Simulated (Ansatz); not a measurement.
# HS (SMILES [SH]) at 6 levels

We compute a comparison of 6 runs (UHF/cc-pVDZ, U-revPBE/3-21G, UB3LYP/3-21G, UCCSD/3-21G, UCCSD(T)/3-21G, UCCSD(T)/cc-pVDZ) of HS. 

The calculation is run with Ansatz 0.2.0.

55 further runs of the same task are left out: 2 that didn't finish, 53 set aside as unsound or not needed.

### Step 1. The structure to begin with

HS has 2 atoms, charge 0, and is taken as a doublet. As SMILES, `[SH]`. The H2–S1 distance was set to 1.995 Å, away from the relaxed value.

Bond lengths: S1–H2 1.995 Å.

### Step 2. A single-point energy at UHF/cc-pVDZ (run 1)

in.yaml reads:

```yaml
crystal:
  periodic: [false, false, false]
  atoms:
    - {symbol: S, position_ang: [1.136061, -0.371353, 0.584201]}
    - {symbol: H, position_ang: [-0.568010, 0.185670, -0.292090]}
basis:
  gaussian:
    orbitals: cc-pVDZ
hamiltonian:
  xc: hf
accuracy: high
magnetization:
  spin_polarized: true
  initial_magnetization: 1
```

Launch:

```
$ ansatz run in.yaml --threads 1 --pin off --max-ram 2610MiB --events-out events.jsonl --progress --plain --runs-dir runs
```

The program printed:

```text
Warning: RAYON_NUM_THREADS=1 ignored (pool sized by the plan → 1); use --threads N
Functional definition: HF
  name "HF"
  exchange = exact_x
  correlation = 0
405 factors; integrals over basis functions are off by at most 3.0e-9 eV
mean field evaluation 1: about -10829.5859 eV, gradient 6.4e0 eV
mean field evaluation 2: about -10829.5902 eV, gradient 6.4e0 eV
mean field evaluation 4: about -10830.1157 eV, gradient 1.1e0 eV
mean field evaluation 8: about -10830.0768 eV, gradient 1.4e-1 eV
mean field evaluation 16: about -10830.5410 eV, gradient 2.3e-5 eV
mean field evaluation 32: about -10830.5410 eV, gradient 6.0e-6 eV
mean field evaluation 64: about -10830.2188 eV, gradient 5.4e-1 eV
mean field -10830.54098351 eV, -398.0150399395 hartree, gradient 6.0e-8 eV, S^2 1.281769; 3 other end points of the search recorded, 0 dependent functions left out
reference -10830.54098351 eV, -398.0150399395 hartree; 9, 8 occupied and 14, 15 virtual orbitals, 405 factors
Total energy: -10830.54098351 eV, -398.0150399395 hartree
```

Wall time 0.24 s (1 thread of Arm Neoverse V2, shared host).

### Step 3. A single-point energy at U-revPBE/3-21G (run 2)

input.yaml reads:

```yaml
basis:
  gaussian: {orbitals: 3-21G.json}
crystal:
  periodic: [false, false, false]
  atoms:
    - symbol: S
      position_ang: [1.136061, -0.371353, 0.584201]
    - symbol: H
      position_ang: [-0.568010, 0.185670, -0.292090]
magnetization: {spin_polarized: true, initial_magnetization: 1}
hamiltonian: {xc: {name: revPBE}}
accuracy: high
```

The basis set 3-21G is read from a file made from the Basis Set Exchange's data (not shown).

Launch:

```
$ ansatz run input.yaml --threads 1 --pin off --max-ram 2610MiB --events-out events.jsonl --progress --plain --runs-dir runs
```

The program printed:

```text
Warning: RAYON_NUM_THREADS=1 ignored (pool sized by the plan → 1); use --threads N
Functional definition: revPBE
  name "revPBE"
  parameter kappa = 1.245
  parameter beta = 0.06672455060314922
  exchange = pbe_x(kappa = kappa, mu = beta*pi^2/3)
  correlation = pbe_c(beta = beta)
265 factors; integrals over basis functions are off by at most 3.6e-9 eV
mean field evaluation 1: about -10792.4133 eV, gradient 6.8e0 eV
mean field evaluation 2: about -10790.0346 eV, gradient 1.7e1 eV
mean field evaluation 4: about -10792.8559 eV, gradient 3.2e-1 eV
mean field evaluation 8: about -10792.8565 eV, gradient 2.5e-3 eV
mean field evaluation 16: about -10792.8565 eV, gradient 2.4e-8 eV
mean field evaluation 32: about -10792.8565 eV, gradient 5.4e-7 eV
mean field -10792.85648660 eV, -396.6301602217 hartree, gradient 2.4e-8 eV, S^2 0.767220; 5 other end points of the search recorded, 0 dependent functions left out
reference -10792.85648861 eV, -396.6301602956 hartree; 9, 8 occupied and 6, 7 virtual orbitals, 265 factors
Total energy: -10792.85648861 eV, -396.6301602956 hartree
```

Run time: 1.1 s. Hardware: 1 thread of Arm Neoverse V2, shared host.

Run 3 isn't shown in full; the table further down has it.

### Step 4. The energy at UCCSD/3-21G (run 4)

job.yaml reads:

```yaml
crystal:
  periodic: [false, false, false]
  atoms:
    - {symbol: S, position_ang: [1.136061, -0.371353, 0.584201]}
    - {symbol: H, position_ang: [-0.568010, 0.185670, -0.292090]}
basis:
  gaussian:
    orbitals: 3-21G.json
magnetization:
  spin_polarized: true
  initial_magnetization: 1
correlation:
  method: ccsd
  frozen_orbitals: {H: 0, S: 5}
accuracy: high
scf:
  omitted_lower_state_checks: [cluster_reference, increment]
```

The basis set 3-21G is read from a file made from the Basis Set Exchange's data (not shown).

Launch:

```
$ ansatz run job.yaml --threads 1 --pin off --max-ram 2610MiB --events-out events.jsonl --progress --plain --runs-dir runs
```

The program printed:

```text
Warning: RAYON_NUM_THREADS=1 ignored (pool sized by the plan → 1); use --threads N
[... 14 lines left out ...]
5 core orbitals not correlated: weight in the atoms' cores, before any rotation towards them, 1.000 or more for the frozen orbitals, at most 0.000 for the correlated occupied ones
[... 29 lines left out ...]
Total energy: -10779.04726491 eV, -396.1226806848 hartree
Checks for a lower state left out: cluster_reference, increment
```

Wall time 0.26 s (1 thread of Arm Neoverse V2, shared host).

Run 5 isn't shown in full; the table further down has it.

### Step 5. A single-point energy at UCCSD(T)/cc-pVDZ (run 6)

in.yaml: that of step 2 with these lines changed.

```diff
@@ -8,5 +8,2 @@
     orbitals: cc-pVDZ
-hamiltonian:
-  xc: hf
-accuracy: high
 magnetization:
@@ -14 +11,7 @@
   initial_magnetization: 1
+correlation:
+  method: ccsd_t
+  frozen_orbitals: {H: 0, S: 5}
+accuracy: high
+scf:
+  omitted_lower_state_checks: [cluster_reference, increment]
```

Launch:

```
$ ansatz run in.yaml --threads 1 --pin off --max-ram 2610MiB --events-out events.jsonl --progress --plain --runs-dir runs
```

The program printed:

```text
Warning: RAYON_NUM_THREADS=1 ignored (pool sized by the plan → 1); use --threads N
[... 14 lines left out ...]
5 core orbitals not correlated: weight in the atoms' cores, before any rotation towards them, 1.000 or more for the frozen orbitals, at most 0.000 for the correlated occupied ones
[... 29 lines left out ...]
Total energy: -10834.30436543 eV, -398.1533416742 hartree
Checks for a lower state left out: cluster_reference, increment
```

Run time: 0.48 s. Hardware: 1 thread of Arm Neoverse V2, shared host.

### Step 6. The series

```csv
run,level,frozen core orbitals,energy (Eh),⟨S²⟩,wall time
1,UHF/cc-pVDZ,–,-398.015040,1.282,0.24 s
2,U-revPBE/3-21G,–,-396.630160,0.767,1.1 s
3,UB3LYP/3-21G,–,-396.722120,0.790,0.77 s
4,UCCSD/3-21G,5,-396.122681,1.302,0.26 s
5,UCCSD(T)/3-21G,5,-396.123560,1.302,0.3 s
6,UCCSD(T)/cc-pVDZ,5,-398.153342,1.282,0.48 s
```

### Step 7. Results

| quantity | value |
| --- | --- |
| run 6: total energy | -398.15334 Eh |
| run 6: correlation energy (5 core orbitals frozen) | -138.3 mEh |
| run 6: (T) correction | -4.25 mEh |
| run 6: ⟨S²⟩ of the reference determinant | 1.282 |
| run 6: T1 diagnostic | 0.082 |

What this shows: Totals of different functionals can't be ranked against each other. Spin contamination of the reference: run 4 ⟨S²⟩ = 1.30, run 5 ⟨S²⟩ = 1.30, run 1 ⟨S²⟩ = 1.28, run 6 ⟨S²⟩ = 1.28. All runs together took 3.2 s, the longest 1.1 s.
